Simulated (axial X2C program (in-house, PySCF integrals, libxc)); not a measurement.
# Correcting the dissociation energy of NaCl for spin–orbit coupling

A spin-free CCSD(T) curve (one-electron X2C) was computed with an in-house relativistic program for diatomic molecules, basis Cl dyall-av3z [9s8p3d2f], Na dyall-cv3z [9s8p5d2f] (cores contracted in-house), for the state M_S = 0, Λ = 0 (closed shell). It gives D0 = 4.122 eV to Cl + Na, which in a spin-free picture are the weighted means of the ground terms.

Correlated methods: 8 electrons correlated (number of frozen shells: Cl 2 s, 1 p; Na 2 s, 1 p), 218 virtual spin orbitals or spinors in MP2, 84 natural virtuals in coupled cluster.

Measured levels of the ground terms (NIST Handbook of Basic Atomic Spectroscopic Data), in cm⁻¹: Cl 2P: J = 3/2 at 0, J = 1/2 at 882.4; Na 2S: J = 1/2 at 0.

The molecular state has Λ = 0, so it has no first-order lowering.

Problem. How far does each ground level lie under the (2J+1)-weighted mean of its term?

Solution. Cl: (4 × 0 + 2 × 882.4)/6 = 294 cm⁻¹; Na: a single level, 0.

Problem. Correct D0.

Solution. D0 = 4.122 + (0 − 294)/8065.5 = 4.086 eV at CCSD(T) with these spin–orbit terms. The direct two-component run gives 4.086 eV; the difference holds second-order terms in the molecule, scalar two-electron terms, the gap between measured and computed atomic splittings (a 2c atom can miss part of its lowering) and, in coupled cluster, the truncation of each run.

Second-order spin–orbit effects in the molecule, which grow quickly with Z, are left out. Occupations by symmetry block were frozen at the best pattern of an incomplete PBE0 search. Dissociation energies refer to the lowest single-determinant-based atoms at the same level and basis. CCSD and (T) use frozen natural virtuals with an MP2 correction for the truncation; (T) itself is uncorrected, so its De runs slightly low.
